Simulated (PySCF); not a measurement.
# Ar: ionisation energy

Ar [Ar] (1S) → Ar⁺ [Ne] 3s2 3p5 (2P), as a difference of total energies. Calculation: PySCF 2.14, in x2c-QZVPPall (9s6p4d2f1g, 70 functions); the spin-free X2C one-electron Hamiltonian (Gaussian nucleus). Correlated levels: valence: [Ne] frozen; valence and next inner shell: 1s2 frozen. The calculations carry no spin-orbit coupling.

```csv
method,ionisation energy (eV)
UHF,14.530
LDA,15.970
PBE,15.681
PBE0,15.692
r2SCAN,15.742
wB97X-V,15.740
TPSSh,15.676
PBEsol,15.695
M06,15.762
MP2 (valence),15.800
SCS-MP2 (valence),15.710
MP2 (valence and next inner shell),15.815
SCS-MP2 (valence and next inner shell),15.721
```

How much does correlation contribute at MP2 (valence and next inner shell)?

15.815 − (14.530) = 1.285 eV, measured against UHF.

Errors of the correlated levels include the incompleteness of this basis and the frozen core.

For comparison: 15.819 eV (measured; NIST levels, between the centres of gravity of the two terms).
